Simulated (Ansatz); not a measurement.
For 1T (CdI2-type) SnS2, PBE (Ansatz, a program for electronic structure, plane waves, PAW) gives:

| Quantity | Result |
|---|---|
| lattice constant a | 3.702 Å |
| lattice parameter c | 6.983 Å |
| cohesive energy | 3.48 eV/atom |
| band gap at the measured cell (atoms relaxed with PBEsol) | 1.38 eV |

### Question
What does HSE06 (plane waves, PAW; Ansatz) give for the same quantities?

### Answer

- lattice constant a: 3.661 Å (shrinks by 1.1 %)
- lattice parameter c: 6.741 Å (decreases by 3.5 %)
- cohesive energy: 3.39 eV/atom (drops by 0.09 eV/atom)
- band gap at the measured cell (atoms relaxed with PBEsol): 2.25 eV (increases by 0.87 eV)

For comparison: lattice constant a 3.646 Å (measured, room temperature, no zero-point or thermal correction, sources range from 3.640 to 3.650; as tabulated in Lima et al. (2018), arXiv:1803.05430); lattice parameter c 5.893 Å (measured, room temperature, not corrected to a static lattice; as tabulated in Lima et al. (2018), arXiv:1803.05430); band gap 2.18 eV (measured, temperature not stated, not corrected to a static lattice, indirect; as tabulated in Gonzalez and Oleynik (2016), arXiv:1609.04381).

Changes are worked out from the printed values.

Unless a cell is named, each level is at its own relaxed cell (PBE 27.64, HSE06 26.08 Å³/atom).

Levels without +SOC leave out spin–orbit coupling, which shifts energies and cells of such heavy elements.

Levels without +SOC have no spin–orbit coupling; where heavier elements are present it shifts gaps, mostly down, and can invert bands. Density-functional gaps are differences of (generalised) Kohn–Sham levels.

Caveats: the cell comes from a level without a dispersion term, which matters for the spacing of layers, chains or molecules (PBE, HSE06). Ansatz's density-functional and Hartree–Fock values are scalar-relativistic unless marked +SOC, with PAW data made under PBE.
